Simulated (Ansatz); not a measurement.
Isolated molecules relaxed with PBE0-D4/def2-TZVP in Ansatz; ΔE leaves out vibrations. CCSD(T)/CBS adds triple-zeta CCSD(T) − MP2 to the extrapolated MP2 energy (def2 sets, frozen cores). This one scheme is used for every species. DFT in def2-TZVPP. B3LYP here is the variant with VWN-RPA as its local correlation; programs differ in this. HSE06 is defined as in plane-wave codes. Triplets are unrestricted, without spin–orbit coupling. Each species was taken in one conformer, which may not be the lowest.

`C=CC(=C)C` → `C=CC=C` + `[CH2]` (triplet)  (formal loss of a carbene)

CCSD(T)/CBS gives +4.65 eV.

Another level gave +4.42 eV. Which?
A. HSE06-D4/def2-TZVPP
B. B3LYP/def2-TZVPP
C. LC-ωPBE/def2-TZVPP
D. r2SCANh/def2-TZVPP

B. B3LYP 4.42, r2SCANh 4.38, LC-ωPBE 4.52, HSE06-D4 4.63 eV.

Largest T1 diagnostic among the species: 0.011.

From r2SCAN to r2SCAN0 (25 % exact exchange), in def2-TZVPP and without D4, ΔE moves by −0.04 eV. Leaving LDA and LC-ωPBE aside and taking each functional with its dispersion term where it has one, the values, not all of them listed here, spread over 0.37 eV, from r2SCAN0-D4 to ωB97X-V. LDA lies +0.83 eV from PBE without D4. The D4 term adds +0.13 eV with B3LYP and +0.07 eV with PBE0; it sums over pairs of atoms, weighted by their polarisabilities, and B3LYP, whose exchange is more repulsive, gets the larger term.
